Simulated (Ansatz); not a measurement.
**SiNHCl (quartet): wave-function methods side by side, cc-pVDZ**

One table from this session's results is given with a row withheld; the runs are named, their logs left out.

Program: Ansatz 0.2.0, Gaussian basis. Level of theory: cc-pVDZ, core rule «outside noble gas», up to 11 orbitals frozen. These are calculated values, not measurements.

The runs, in order: UHF; CCSD(T) on ROHF; CCSD(T) on UHF; BCCD(T) on ROHF; CISD as a restricted active space (open shells left free, so some higher excitations enter); CCSDT(Q) on ROHF; CCSDT(Q) on UHF.

5 further runs of the same task are left out: 5 set aside as unsound or not needed. Runs told in other sessions of the task aren't counted.

**The geometry**

The geometry is a PBE0/def2-TZVP stationary point (not a proven minimum).

4 atoms, charge 0, spin multiplicity 4.

Atoms are counted from 1 here; the program's logs count them from 0.

Bond lengths: Cl1–Si2 2.055 Å, Si2–N3 1.806 Å, N3–H4 1.027 Å. Angles: Cl1–Si2–N3 109.9°, Si2–N3–H4 110.5°.

Set-up of the first run:

in.yaml reads:

```yaml
crystal:
  periodic: [false, false, false]
  atoms:
    - {symbol: Cl, position_ang: [-0.014126, -0.228022, 1.271187]}
    - {symbol: Si, position_ang: [-0.015774, 0.636198, -0.592810]}
    - {symbol: N, position_ang: [0.124203, -0.639770, -1.863528]}
    - {symbol: H, position_ang: [-0.789591, -0.816306, -2.297892]}
basis:
  gaussian: {orbitals: cc-pVDZ}
magnetization: {spin_polarized: true, initial_magnetization: 3}
hamiltonian: {xc: hf}
output: {orbitals: {seedname: orbitals}}
```

Command:

```
ansatz run in.yaml --threads 1 --pin off --events-out ev --progress --plain --max-ram 4096MiB --backend cpu
```

Among the steps run: UHF; CCSD(T) on ROHF; CCSD(T) on UHF; BCCD(T) on ROHF; CISD as a restricted active space (open shells left free, so some higher excitations enter); CCSDT(Q) on ROHF; CCSDT(Q) on UHF.

One table of the session follows, with a row left open; its other results are not shown here.

```
   method  from UCCSDT(Q) (kcal/mol)
     ROHF                    +235.89
      UHF                    +231.59
     RMP2                     +29.94
     UMP2                     +29.91
     CISD                     +30.75
    RCCSD                      +7.50
    UCCSD                      +7.36
 RCCSD(T)                      +1.42
 UCCSD(T)                      +1.40
  BCCD(T)                      +1.38
   RCCSDT                      +0.60
   UCCSDT                      +0.57
RCCSDT(Q)                          ?
UCCSDT(Q)                          0
```

Estimate the missing values for RCCSDT(Q).

As computed: from UCCSDT(Q) (kcal/mol): +0.08. In the column «from UCCSDT(Q) (kcal/mol)» it lies between UCCSDT(Q) (0) and UCCSDT (+0.57).

Caveats from the session: Restricted and unrestricted rows rest on different reference determinants; a gap between their highest levels can come from leftover correlation error, from unlike frozen cores or from another state.
